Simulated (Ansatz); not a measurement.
**PH (triplet): one species, many methods**

An exercise on one series of results from a longer session: the logs are not shown, and one member is left open.

The runs use Ansatz 0.2.0, Gaussian basis; functionals in def2-TZVPP, the program's frozen cores in correlated methods.

Plan: LDA (SPW92), PBE-D4, revPBE-D4, BLYP-D4, r2SCAN-D4, B97M-V, PBE0-D4, B3LYP-D4, r2SCANh-D4, r2SCAN0-D4, HSE06-D4, BHLYP-D4, CAM-B3LYP-D4, LC-ωPBE, ωB97X-V, ωB97M-V, B2PLYP, PBE-QIDH; CCSD(T)/def2-SVP; CCSD(T)/def2-TZVPP; CCSD(T)/def2-QZVPP; extrapolation to the limit; RPA on PBE.

### The geometry

An earlier PBE0-D4 in a triple-zeta def2 set relaxation fixed the geometry.

SMILES `[PH]`, 2 atoms, charge 0, spin multiplicity 3.

Atoms are counted from 1 here; the program's logs count them from 0.

Bond lengths: P1–H2 1.428 Å.

Coordinates:

```xyz
2

P     0.0000    0.0000   -0.0145
H     0.0000    0.0000    1.4136
```

The first run:

The input, in.yaml:

```yaml
crystal:
  periodic: [false, false, false]
  atoms:
    - {symbol: P, position_ang: [0.000000, 0.000000, -0.014530]}
    - {symbol: H, position_ang: [-0.000000, -0.000000, 1.413600]}
basis:
  gaussian: {orbitals: def2-TZVPP}
magnetization: {spin_polarized: true, initial_magnetization: 2}
hamiltonian: {xc: lda}
output: {orbitals: {seedname: orbitals}}
```

The run is started by

```console
> ansatz run in.yaml --threads 2 --pin off --events-out ev --progress --plain --max-ram 32768MiB --backend cpu
```

Among the steps run: LDA; PBE-D4 (GGA); revPBE-D4 (GGA); BLYP-D4 (GGA); r2SCAN-D4 (meta-GGA); B97M-V (meta-GGA); PBE0-D4 (hybrid); B3LYP-D4 (hybrid); r2SCANh-D4 (hybrid); r2SCAN0-D4 (hybrid); HSE06-D4 (hybrid); BHLYP-D4 (hybrid); CAM-B3LYP-D4 (range-separated); LC-ωPBE (range-separated); ωB97X-V (range-separated); ωB97M-V (range-separated); B2PLYP (double hybrid); PBE-QIDH (double hybrid).

One of the session's tables, all rows but one given; the rest of the session is left out.

It belongs to the step «Orbital energies across the functionals». 

```
  functional  HOMO (eV)  LUMO (eV)  gap (eV)
 LDA (SPW92)      -6.10      -4.36      1.74
      PBE-D4      -6.13      -3.90      2.23
   revPBE-D4          ?          ?         ?
     BLYP-D4      -5.83      -4.00      1.82
   r2SCAN-D4      -6.57      -3.41      3.15
      B97M-V      -6.28      -3.80      2.49
     PBE0-D4      -7.38      -2.81      4.56
    B3LYP-D4      -6.98      -3.31      3.67
  r2SCANh-D4      -7.01      -3.03      3.98
  r2SCAN0-D4      -7.68      -2.47      5.21
    HSE06-D4      -6.97      -3.20      3.77
    BHLYP-D4      -8.31      -1.94      6.37
CAM-B3LYP-D4      -8.56      -1.89      6.68
     LC-ωPBE     -10.17      -0.33      9.84
     ωB97X-V      -9.56      -0.90      8.66
     ωB97M-V      -9.21      -1.00      8.21
```

Estimate the missing values for revPBE-D4.

The run gave: HOMO (eV): -6.12; LUMO (eV): -3.80; gap (eV): 2.32. In the column «HOMO (eV)» it lies between PBE-D4 (-6.13) and LDA (SPW92) (-6.10).
